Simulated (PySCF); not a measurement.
C3H3F3.
SMILES with atom numbers: `[F:1][C@H:2]1[CH2:3][C:4]1([F:5])[F:6]` (hydrogens: H7 on C2; H8, H9 on C3)

Method: PBE0-D3(BJ)/def2-SVP geometry optimisation, gas phase (PySCF 2.14.0); density fitting, grid level 1; the optimiser is geomeTRIC in internal coordinates, started from a GFN2-xTB structure with every atom displaced at random (about 0.01 Å).

At the end of the run (lengths in Å): C3–H9 1.094, C4–F5 1.331, C4–F6 1.336, C2–C4 1.481, F1–C2 1.347, C3–H8 1.093, C3–C4 1.483, C2–C4–F5 119.0°, F5–C4–F6 110.8°, C2–C4–F6 119.0°, C3–C4–F6 119.4°, F1–C2–C3–C4 108°, C2–C3–C4–F5 -109°, F1–C2–C4–C3 -107°.

**Question.** These geometries were met on the way; a selection of coordinates is given. Order them by energy above the end point, lowest first.
A. C3–H9 1.056, C4–F5 1.364, C4–F6 1.364, C2–C4 1.456, F1–C2 1.369, C3–H8 1.080, C3–C4 1.474, C2–C4–F5 123.1°, F5–C4–F6 107.1°, C2–C4–F6 119.7°, C3–C4–F6 119.2°, F1–C2–C3–C4 109°, C2–C3–C4–F5 -114°, F1–C2–C4–C3 -109°
B. C3–H9 1.094, C4–F5 1.341, C4–F6 1.326, C2–C4 1.486, F1–C2 1.348, C3–H8 1.093, C3–C4 1.484, C2–C4–F5 115.9°, F5–C4–F6 110.3°, C2–C4–F6 122.6°, C3–C4–F6 122.8°, F1–C2–C3–C4 107°, C2–C3–C4–F5 -107°, F1–C2–C4–C3 -108°
C. C3–H9 1.092, C4–F5 1.339, C4–F6 1.332, C2–C4 1.480, F1–C2 1.346, C3–H8 1.094, C3–C4 1.484, C2–C4–F5 117.6°, F5–C4–F6 110.3°, C2–C4–F6 121.1°, C3–C4–F6 121.2°, F1–C2–C3–C4 108°, C2–C3–C4–F5 -108°, F1–C2–C4–C3 -108°

**Answer.** C (0.006 eV), B (0.021 eV), A (0.134 eV).

```tsv
step	E above end (eV)	rms distance from the end, all atoms (Å)	largest force (eV/Å)	rms shift of all bonds from the end (Å)
3	0.006	0.024	0.408	0.003
2	0.021	0.044	0.691	0.005
0	0.134	0.036	2.740	0.023
```

Rows stand in the order of the answer.
